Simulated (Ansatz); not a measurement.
Run this with the Ansatz DFT code, driven from Python and show what comes out.

`relaxed_scan.py`:
```python
"""Relaxed scan of one distance in H3SSi."""

import warnings

import ansatz
import numpy as np

GEOMETRY = """
Si   -0.08670   -0.02810   -0.00810
S     1.93660   -0.36120    0.24770
H    -0.93330   -0.66440    1.04010
H    -0.48680   -0.49260   -1.34770
H    -0.38000    1.47260    0.02660
"""

warnings.simplefilter("ignore", ansatz.DeckWarning)

molecule = ansatz.Crystal.molecule()
for line in GEOMETRY.strip().splitlines():
    symbol, *xyz = line.split()
    molecule = molecule.atom(symbol, [float(v) for v in xyz])

calc = (
    molecule.calculation()
    .basis(gaussian="def2-SVP")
    .functional("PBE")
    .spin("collinear", total=1)
)
symbols = [site.symbol for site in molecule.cartesian_sites]
pairs = [(0, 1), (0, 2), (0, 3), (0, 4)]
print("held (A)   E (eV)        ", "  ".join(f"{symbols[i]}{i}-{symbols[j]}{j}" for i, j in pairs))
for length in [1.37, 1.49, 1.61, 1.79, 2.01]:
    data = calc.relax(constraints=[ansatz.DistanceConstraint((0, 2), at=length)], force_tolerance=0.02, max_steps=60).run(threads=1, backend="cpu").report
    xyz = np.array(data["positions_ang"])
    print(f"{length:6.2f} {data['free_energy_ev']:14.5f}  ", "  ".join(f"{np.linalg.norm(xyz[i] - xyz[j]):.3f}" for i, j in pairs))
```

```console
$ python relaxed_scan.py
held (A)   E (eV)         Si0-S1  Si0-H2  Si0-H3  Si0-H4
  1.37   -18745.94481   2.137  1.370  1.507  1.514
  1.49   -18746.12977   2.135  1.490  1.506  1.513
  1.61   -18746.06762   2.127  1.610  1.505  1.504
  1.79   -18745.73179   2.108  1.790  1.504  1.503
  2.01   -18745.19586   2.074  2.010  1.503  1.502
```

Reading the output:
- Total energies depend on the basis set; only differences at equal settings carry meaning.
- The energies are electronic: no zero-point or thermal terms, and the basis set is short of its limit.
- The species is open-shell (spin multiplicity 2).
- The script silences the warnings on its input, which a real study should read.
- It ran for 100 s on 1 thread of Arm Neoverse V2, on a shared host, peak memory 0.19 GiB.
